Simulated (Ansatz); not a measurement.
Scan of [H···H···GeH$_{3}$], doublet

Starting geometry:

```xyz
6

H    -2.8380    0.0000    0.0000
H    -2.0930    0.0000    0.0000
Ge    0.0470    0.0000    0.0000
H     0.5156   -1.4659    0.0000
H     0.5156    0.7330   -1.2695
H     0.5156    0.7330    1.2695
```

From there H2 is moved from one fragment to the other while all else, the fragments' distance too, stays fixed; atoms are numbered as listed. Energies are in kcal/mol, counted from the starting geometry at the same level. Kohn–Sham curves are unrestricted where that lies lower.

Basis cc-pVTZ; Ansatz 0.2.0. Only valence electrons are correlated (noble-gas cores and the filled d shells of p-block atoms frozen). Prefix R: restricted or restricted open-shell reference; prefix U: unrestricted. No spin–orbit coupling is included, and no scalar relativity.

Full CI isn't at hand for all of this; UCCSDT(Q) serves as the reference, and is uncertain by about the last step of the cluster series.

| distance H1-H2 (Å) | r2SCAN |
| --- | --- |
| 0.745 | 0.0 |
| 0.832 | 1.2 |
| 1.006 | 8.2 |
| 1.181 | 12.3 |
| 1.355 | 14.4 |

Q: Estimate the UCCSDT(Q) curve in cc-pVTZ from this one, knowing how r2SCAN errs.

A: The computed UCCSDT(Q) values, in kcal/mol from the starting point, and the error of r2SCAN against them:
```csv
distance H1-H2 (Å),UCCSDT(Q),r2SCAN less UCCSDT(Q)
0.745,0.0,0.0
0.832,2.2,-1.0
1.006,10.9,-2.7
1.181,15.2,-2.9
1.355,16.2,-1.9
```

The error spans 2.9 kcal/mol and is largest, -2.9 kcal/mol, at 1.181 Å.

Functionals correlate the shells that the reference freezes, so part of their error here is the reference's.
